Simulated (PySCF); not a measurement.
C2H4O2, SMILES OC(C)=O. Atoms are numbered in the order given.

```xyz
8

C      0.1102     1.3882     0.0000
C     -0.1217    -0.0929     0.0000
O      1.0342    -0.7763     0.0000
O     -1.1928    -0.6381     0.0000
H     -0.8517     1.9116     0.0000
H      0.6981     1.6736     0.8847
H      0.6981     1.6736    -0.8847
H      0.7932    -1.7155     0.0000
```

Geometry optimised at PBE0-D3(BJ)/def2-SVP. One conformer was computed; it need not be the lowest.

Level of theory: PBE0/pcJ-1 run with PySCF.

Isotropic couplings with Fermi-contact, spin-dipole and both spin-orbit terms, one fixed conformer, no vibrational averaging. Isotopes: 13C, 1H.

Computed spin–spin coupling constants:
| pair | bonds apart | J (Hz) |
|---|---|---|
| C1–C2 | 1 | 60.2 |
| C1–H5 | 1 | 135.2 |
| C1–H6 | 1 | 125.5 |
| C1–H7 | 1 | 125.5 |
| C2–H5 | 2 | -5.5 |
| C2–H6 | 2 | -7.7 |
| C2–H7 | 2 | -7.7 |
| C2–H8 | 2 | -6.6 |
| H5–H6 | 2 | -13.6 |
| H5–H7 | 2 | -13.6 |
| H6–H7 | 2 | -19.9 |
| C1–H8 | 3 | 6.9 |
| H5–H8 | 4 | 3.6 |
| H6–H8 | 4 | -0.5 |
| H7–H8 | 4 | -0.5 |
